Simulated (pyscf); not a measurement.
Structures and frequencies: ωB97X-D3(BJ)/def2-SVP in PySCF. MP2 and CC: frozen core, UHF for open shells. ΔMP2 is the change of the MP2 total energy from the triple- to the quadruple-zeta basis.

### Question
PBE/def2-TZVP puts the barrier of HC≡CH (SMILES C#C) + NH₂• (SMILES [NH2]) → •HC=CH–NH₂ (SMILES [CH]=CN) (addition; doublet surface; none broken, C–N formed) at -3.3 kcal/mol and the reaction energy at -37.7 kcal/mol, from the separated reactants. What do r²SCAN/def2-TZVP, ωB97M-D3(BJ)/def2-TZVP, CCSD(T)/def2-TZVPP + ΔMP2(QZVPP) give on the same structures?

### Answer
r²SCAN: ΔE‡ = -0.6 kcal/mol, ΔE = -36.5 kcal/mol; ωB97M-D3(BJ): ΔE‡ = 3.6 kcal/mol, ΔE = -31.2 kcal/mol; CCSD(T): ΔE‡ = 5.5 kcal/mol, ΔE = -28.1 kcal/mol. PBE's barrier lies under all of them, by 2.6 to 8.8 kcal/mol. Its reaction energy lies under all of them, by 1.2 to 9.5 kcal/mol. On the product side the descent ends in a point that may be a rotor saddle (no frequency run), 1.3 kcal/mol over the lowest minimum found and 35.5 kcal/mol under the saddle at ωB97X-D3(BJ)/def2-TZVP. At PBE, r²SCAN the saddle lies under the separated reactants, which points to a path from their complex (located at ωB97X-D3(BJ) alone). At ωB97X-D3(BJ)/def2-TZVP the barrier from the zero used here is 3.3 kcal/mol. This is the saddle that the search found; another between the same sides may lie lower. The CCSD(T) − MP2 part came from Ansatz, without density fitting, on the same reference. A UHF reference is spin-contaminated (<S²> up to 1.01), which harms MP2 most.
